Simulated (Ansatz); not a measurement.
Geometry optimisation, RKS CAM-B3LYP-D4/def2-SVP (Ansatz).

input.yaml

```yaml
crystal:
  periodic: [false, false, false]
  atoms:
    - { symbol: B, position_ang: [0.0, 0.0, 0.0] }
    - { symbol: H, position_ang: [0.7099, 0.0, 1.1951] }
    - { symbol: O, position_ang: [1.6038, 0.0, 0.1408] }
    - { symbol: H, position_ang: [1.9037, -0.9519, -0.0141] }
    - { symbol: "N", position_ang: [-1.3423, 0.0, -0.775] }
    - { symbol: H, position_ang: [-2.0112, -0.8164, -0.6764] }
    - { symbol: H, position_ang: [-1.5914, 0.8164, -1.4036] }
basis:
  gaussian: { orbitals: def2-SVP }
hamiltonian:
  xc: cam_b3lyp
  dispersion: d4
relax:
  f_tol: 0.15
  max_steps: 25
  restrain:
    - { distance: [1, 2], at: 2.21, k: 30.0 }
    - { distance: [0, 1], at: 1.19, k: 30.0 }
    - { distance: [0, 2], at: 1.41, k: 30.0 }
```

Command:

```bash
$ ansatz run input.yaml --threads 1 --pin off --max-ram 2048MiB --backend cpu --events-out ev --progress --plain --runs-dir out
```

Q: Where does it end, and by what steps?

A: The run converged. The restraints hold the end off the free minimum; the threshold counts their pulls, which the force column leaves out. Restrained pairs: H2–O3 (1.38 → 2.22 Å), B1–H2 (1.39 → 1.19 Å), B1–O3 (1.61 → 1.38 Å). After 9 steps the energy has fallen by 6.390 eV (the restraints' own energy left out); H2 moved furthest, 0.90 Å.

```
step  energy less start (eV)  largest force component (eV/Å)  accepted
   0                  0.0000                           4.855       yes
   1                 -1.9346                           3.731       yes
   2                 -3.4147                           3.406       yes
   3                 -4.7191                           2.155       yes
   4                 -5.6139                           1.352       yes
   5                 -5.9011                           3.194       yes
   6                 -6.2653                           1.191       yes
   7                 -6.3799                           0.823       yes
   8                 -6.3878                           0.758       yes
   9                 -6.3896                           0.751       yes
```

```xyz
7
Properties=species:S:1:pos:R:3
B 0.078 -0.242 0.098
H 0.050 -0.607 1.235
O 1.302 -0.080 -0.523
H 2.035 -0.290 0.062
N -1.094 0.020 -0.613
H -2.016 -0.081 -0.214
H -1.081 0.328 -1.578
```

Run time: 20 s on 1 thread of Arm Neoverse V1, on a shared host, peak memory 0.13 GiB.
